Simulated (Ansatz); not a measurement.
A made-up structure of MgBH2F, closed shell:

| atom | x (Å) | y (Å) | z (Å) |
| --- | --- | --- | --- |
| F1 | -0.3881 | -1.5685 | 1.5491 |
| B2 | -0.5358 | -0.9517 | 0.1972 |
| Mg3 | 0.6856 | 1.2766 | -0.3466 |
| H4 | -1.3386 | -1.6782 | -0.6259 |
| H5 | 1.5770 | 2.9217 | -0.7738 |

It is relaxed with PBE-D4/def2-SVP and then PBE0-D4/def2-TZVP (Ansatz 0.2.0). Atoms count as bonded within 1.22 times the sum of their covalent radii (H–H: 0.88 Å). The end point is not checked to be a true minimum.

(1) Does its bonding change? (A judgement: the text doesn't fix the answer.)

Answers

(1) By the calculation: No: no bond forms or breaks.

Where it ends: The first stage lowers the energy by 0.81 eV in 5 steps. It ends as MgBH₂F ([F][BH][MgH]):
```
5
angstrom
F -0.3465 -1.4006 1.3834
B -0.4783 -0.8498 0.1763
Mg 0.6120 1.1400 -0.3091
H -1.1950 -1.4982 -0.5587
H 1.4078 2.6086 -0.6918
```

Labels in which every atom is bracketed show which atoms are joined, not bond orders.

For scale, one of the runs: PBE0-D4/def2-TZVP relaxation, 106 basis functions, launched by `ansatz run in.yaml --threads 2 --pin off --events-out ev --progress --plain --max-ram 4352MiB`. The run took about 8.5 s on 2 CPU threads of an Arm Neoverse V1 (shared host).
